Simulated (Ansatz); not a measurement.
```yaml
crystal:
  periodic: [false, false, false]
  atoms:
    - {symbol: N, position_ang: [-0.357559, 0.776366, 0.233349]}
    - {symbol: C, position_ang: [0.137515, -0.257838, 0.182842]}
    - {symbol: O, position_ang: [0.727179, -0.969065, 1.246130]}
    - {symbol: O, position_ang: [0.272526, -0.614049, -1.184377]}
    - {symbol: H, position_ang: [-0.757080, 1.430290, -0.457237]}
    - {symbol: H, position_ang: [-0.576781, 1.239203, 1.159575]}
    - {symbol: H, position_ang: [0.733769, -1.558478, -1.120826]}
basis:
  gaussian: {orbitals: cc-pVTZ-DK, point_charges: [{charge: -1.00, position_ang: [5.567, -0.311, -0.929]}]}
magnetization: {spin_polarized: true, initial_magnetization: 0}
hamiltonian: {xc: {name: HF}}
correlation: {method: mp2, frozen_orbitals: {N: 9}}
```

```sh
$ ansatz run in.yaml --threads 2 --pin off --events-out ev --progress --plain --max-ram 4352MiB
```

Output, abridged:

```
Functional definition: HF
Error: "frozen_orbitals" has no count for C
```

(1) Something in this input is off. What?

## Answers

(1) Frozen orbitals are typed for one element alone, and the program wants a count for each. The program refused the input.
